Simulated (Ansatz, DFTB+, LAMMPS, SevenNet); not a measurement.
# fcc Cu, transverse phonon frequency at L

Reference value: 114 cm⁻¹ (measured, temperature not stated, not corrected to a static lattice, our sources range from 112 to 114; as tabulated in Savrasov and Savrasov (1996), arXiv:cond-mat/9604124).

```json
[
 {"level (code)": "EAM Cu_mishin1.eam.alloy (LAMMPS)", "value (cm⁻¹)": "111", "cell (Å³/atom)": "11.81", "difference (%)": "-2.6"},
 {"level (code)": "Lennard-Jones jacobson2022 (LAMMPS)", "value (cm⁻¹)": "228", "cell (Å³/atom)": "11.66", "difference (%)": "+100"},
 {"level (code)": "GFN1-xTB as cut by DFTB+", "value (cm⁻¹)": "77", "cell (Å³/atom)": "13.63", "difference (%)": "-32"},
 {"level (code)": "SevenNet-l3i5", "value (cm⁻¹)": "112", "cell (Å³/atom)": "11.79", "difference (%)": "-1.8"},
 {"level (code)": "SNAP Cu_Zuo_JPCA2020.quadratic.snap (LAMMPS)", "value (cm⁻¹)": "111", "cell (Å³/atom)": "12.01", "difference (%)": "-2.6"},
 {"level (code)": "LDA (Ansatz)", "value (cm⁻¹)": "124", "cell (Å³/atom)": "10.89", "difference (%)": "+8.8"},
 {"level (code)": "PBE (Ansatz)", "value (cm⁻¹)": "113", "cell (Å³/atom)": "11.95", "difference (%)": "-0.9"},
 {"level (code)": "PBEsol (Ansatz)", "value (cm⁻¹)": "121", "cell (Å³/atom)": "11.31", "difference (%)": "+6.1"},
 {"level (code)": "r²SCAN (Ansatz)", "value (cm⁻¹)": "119", "cell (Å³/atom)": "11.44", "difference (%)": "+4.4"}
]
```

Once the reference is moved by up to 3.0 % (a margin picked here for doubts on the reference and the settings, and for temperature and zero-point motion) and values within 1.0 % count as equal, the nearest can be PBE (-0.9 %), SevenNet-l3i5 (-1.8 %), EAM Cu_mishin1.eam.alloy (-2.6 %), SNAP Cu_Zuo_JPCA2020.quadratic.snap (-2.6 %) or r²SCAN (+4.4 %). Farthest off among them: Lennard-Jones jacobson2022 (+100 %).

The measured value isn't corrected to a static lattice, so vibrations enter the comparison.  GFN1-xTB as cut by DFTB+: the method was fitted mainly to molecules. GFN1-xTB as cut by DFTB+: codes differ in how they cut the long-range tail of xTB's charge interaction in a crystal, so the value belongs to this code. Each level is taken at its own relaxed cell. Cutoffs differ between the levels. Ansatz's density-functional and Hartree–Fock values are scalar-relativistic unless marked +SOC, with PAW data made under PBE.

Empirical potentials (EAM Cu_mishin1.eam.alloy, Lennard-Jones jacobson2022) are fitted to chosen data: where that held the value shown, agreement is built in, and what lay outside the fit can be far off. Machine-learned potentials (SNAP Cu_Zuo_JPCA2020.quadratic.snap, SevenNet-l3i5) are trained on DFT data: a solid inside that data is no test of them.

Differences are worked out from the printed values.

Ansatz is a quantum-chemistry and plane-wave program.
